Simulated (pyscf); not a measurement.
Four-centre exchange: H₂N–SiH₂–NH–SiH₂–NH₂ + ammonia (NH₃) → H₂N–SiH₂–NH–SiH₂–NH₂ + ammonia (NH₃)

Gas phase, singlet surface, charge 0. Bonds broken: N1–H6, N15–H16. Bonds formed: N1–H16, H6–N15. Optimised with ωB97X-D3(BJ)/def2-SVP in PySCF.

Transition state (Å):

```xyz
18

N     -0.7051     0.5202     2.3049
Si    -1.1671     1.4412     0.9784
N     -1.7137     0.3618    -0.3365
Si    -0.7875     0.0454    -1.7360
N      0.8387    -0.5589    -1.2717
H      0.7717    -0.6729     1.9408
H     -0.9226     0.9300     3.2121
H     -2.2217     2.4899     1.2164
H     -0.0735     2.1523     0.1911
H     -2.5149    -0.2334    -0.1474
H     -1.3911    -1.0735    -2.5217
H     -0.6053     1.2292    -2.6246
H      1.4753     0.2056    -1.0366
H      1.2917    -1.1051    -2.0051
N      0.4491    -1.5148     1.3943
H     -0.5414    -1.2391     1.6495
H      0.6219    -1.3370     0.3668
H      0.7673    -2.4217     1.7337
```

One imaginary mode, 727i cm⁻¹; descent along it reached the two sides named, in the forms told below.

```csv
bond,change,reactant side (Å),saddle,product side
N1–H6,breaks,1.027,1.933,3.8
N15–H16,breaks,1.020,1.059,2.061
N1–H16,forms,3.5,1.885,1.027
H6–N15,forms,2.063,1.054,1.020
```

Electronic energies relative to the separated reactants (kJ/mol):

| level | barrier | reaction energy | reverse barrier |
|---|---|---|---|
| ωB97X-D3(BJ)/def2-TZVP | 165.0 | 0.0 | 165.0 |
| PBE/def2-TZVP | 140.2 | 0.0 | 140.2 |
| r²SCAN/def2-TZVP | 150.8 | 0.0 | 150.8 |
| B3LYP-D3(BJ)/def2-TZVP | 153.4 | 0.0 | 153.4 |
| PBE0-D3(BJ)/def2-TZVP | 147.3 | 0.0 | 147.3 |
| M06-2X/def2-TZVP | 164.3 | 0.0 | 164.3 |
| ωB97M-D3(BJ)/def2-TZVP | 159.3 | 0.0 | 159.3 |
| HF/def2-TZVP | 234.4 | 0.0 | 234.4 |

With ωB97M-D3(BJ)/def2-TZVP energies and thermal terms (ideal gas, 1 atm, RRHO with modes under 100 cm⁻¹ raised to 100, one conformer, R ln 2 for chiral ones without a mode under 150 cm⁻¹), in kJ/mol:

| T (K) | ΔH‡ | ΔG‡ | ΔH | ΔG |
|---|---|---|---|---|
| 298 | 159.8 | 209.3 | 0.0 | 0.0 |
| 600 | 158.5 | 260.2 | 0.0 | 0.0 |
| 900 | 159.7 | 310.8 | 0.0 | 0.0 |
| 1200 | 162.1 | 360.8 | 0.0 | 0.0 |

On the reactant side the descent ends in a complex (not fully relaxed), 27.5 kJ/mol under the separated species and 192.5 kJ/mol under the saddle at ωB97X-D3(BJ)/def2-TZVP. On the product side the descent ends in a complex, 27.5 kJ/mol under the separated species and 192.5 kJ/mol under the saddle at ωB97X-D3(BJ)/def2-TZVP. This is the saddle that the search found; another between the same sides may lie lower.
